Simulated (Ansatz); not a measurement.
The cluster Li₃. The state is a doublet with charge 0. Geometry r2SCAN/def2-TZVP, that of the charge +1 singlet; atoms count from 1.

```xyz
3

Li    1.132    0.324    1.310
Li    0.602   -0.430   -1.598
Li   -1.734    0.106    0.289
```

The structure comes from a short search, and lower isomers may exist.

(1) Estimate the Mulliken populations from the PBE0/def2-TZVP orbitals of Ansatz.

(2) Where does the spin sit?

(3) And the Mayer bond orders between bonded heavy atoms (over 0.3)?

Results:

(1) 
```json
{"atom": "Li1", "charge (e)": "-0.06", "spin (α − β)": "0.32"}
{"atom": "Li2", "charge (e)": "0.13", "spin (α − β)": "0.37"}
{"atom": "Li3", "charge (e)": "-0.06", "spin (α − β)": "0.32"}
```
Mulliken values and Mayer orders depend strongly on the basis.

(2) Summed by element: Li 1.00, of 1 unpaired in all. Largest on single atoms: Li2 0.37, Li1 0.32, Li3 0.32.

(3) Li1–Li2 0.60 (3.05 Å); Li1–Li3 0.43 (3.05 Å); Li2–Li3 0.60 (3.05 Å).
